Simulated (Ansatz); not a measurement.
Program: Ansatz.

Input:

```yaml
crystal:
  periodic: [false, false, false]
  atoms:
    - { symbol: "N", position_ang: [-0.120228, 0.113931, -0.966699] }
    - { symbol: C, position_ang: [0.25804, -0.236637, 0.22485] }
    - { symbol: O, position_ang: [1.080107, -0.991095, 0.75078] }
    - { symbol: H, position_ang: [-0.872387, 0.797738, -1.022004] }
    - { symbol: H, position_ang: [-0.345533, 0.316053, 1.013082] }
magnetization:
  spin_polarized: true
  initial_magnetization: 1
basis:
  gaussian: { orbitals: "6-31G*" }
hamiltonian:
  xc: r2scan
  dispersion: d4
neb:
  order_check: false
  images: 7
  f_tol: 0.05
  max_iterations: 8
  final_atoms:
    - { symbol: "N", position_ang: [-0.35799224, 0.32781824, -0.17765648] }
    - { symbol: C, position_ang: [0.63256632, -0.58008013, -0.2020707] }
    - { symbol: O, position_ang: [1.2066617, -1.10628227, 0.7171444] }
    - { symbol: H, position_ang: [-0.74388265, 0.68223724, -1.03842102] }
    - { symbol: H, position_ang: [-0.73735414, 0.67629693, 0.7010128] }
  initial_path:
    images:
      - { positions_ang: [[-0.120228, 0.113931, -0.966699], [0.25804, -0.236637, 0.22485], [1.080107, -0.991095, 0.75078], [-0.872387, 0.797738, -1.022004], [-0.345533, 0.316053, 1.013082]] }
      - { positions_ang: [[-0.11939377, 0.1175728, -0.9043697], [0.28332717, -0.26470098, 0.25838001], [1.11737167, -1.02482222, 0.73072017], [-0.87278219, 0.79554454, -0.9532242], [-0.40852388, 0.37639584, 0.86850273]] }
      - { positions_ang: [[-0.11855953, 0.1212146, -0.8420404], [0.30861435, -0.29276495, 0.29191001], [1.15463633, -1.05854943, 0.71066034], [-0.87317739, 0.79335109, -0.88444441], [-0.47151475, 0.43673869, 0.72392345]] }
      - { positions_ang: [[-0.1177253, 0.12485641, -0.7797111], [0.33390152, -0.32082893, 0.32544002], [1.191901, -1.09227665, 0.69060051], [-0.87357258, 0.79115763, -0.81566461], [-0.53450563, 0.49708153, 0.57934418]] }
      - { positions_ang: [[-0.11689107, 0.12849821, -0.7173818], [0.35918869, -0.3488929, 0.35897002], [1.22916566, -1.12600386, 0.67054068], [-0.87396778, 0.78896417, -0.74688481], [-0.59749651, 0.55742438, 0.4347649]] }
      - { positions_ang: [[-0.17716636, 0.17832822, -0.58245047], [0.4275331, -0.40668971, 0.21870984], [1.22353967, -1.12107346, 0.68219161], [-0.8414465, 0.76228244, -0.81976886], [-0.63246091, 0.58714252, 0.50132688]] }
      - { positions_ang: [[-0.23744165, 0.22815822, -0.44751914], [0.49587751, -0.46448652, 0.07844966], [1.21791368, -1.11614307, 0.69384254], [-0.80892522, 0.7356007, -0.89265292], [-0.66742532, 0.61686066, 0.56788885]] }
      - { positions_ang: [[-0.29771695, 0.27798823, -0.31258781], [0.56422192, -0.52228333, -0.06181052], [1.21228769, -1.11121267, 0.70549347], [-0.77640393, 0.70891897, -0.96553697], [-0.70238973, 0.64657879, 0.63445083]] }
      - { positions_ang: [[-0.35799224, 0.32781824, -0.17765648], [0.63256632, -0.58008013, -0.2020707], [1.2066617, -1.10628227, 0.7171444], [-0.74388265, 0.68223724, -1.03842102], [-0.73735414, 0.67629693, 0.7010128]] }
  n_images: 5
```

Command:

```bash
$ ansatz run input.yaml --threads 1 --pin off --max-ram 2048MiB --backend cpu --events-out ev --progress --plain --runs-dir out
```

What happens when this is run?

The program refused the input.

```
Error: YAML parse error: error: line 39 column 3: unknown field `n_images`, expected one of images, spring, climbing, order_check, relax_end_points, f_tol, exx_force_gate, max_iterations, max_displacement, density_extrapolation, optimiser, initial_path, freeze_fraction, magnetization_jump, magnetization_bend, levels_near_fermi, parallel_images, constraints, final_atoms
  --> <input>:39:3
   |
37 |       - { positions_ang: [[-0.29771695, 0.27798823, -0.31258781], […
38 |       - { positions_ang: [[-0.35799224, 0.32781824, -0.17765648], […
39 |   n_images: 5
   |   ^ unknown field `n_images`, expected one of images, spring, climbing, order_check, relax_end_points, f_tol, exx_force_gate, max_iterations, max_displacement, density_extrapolation, optimiser, initial_path, freeze_fraction, magnetization_jump, magnetization_bend, levels_near_fermi, parallel_images, constraints, final_atoms
```
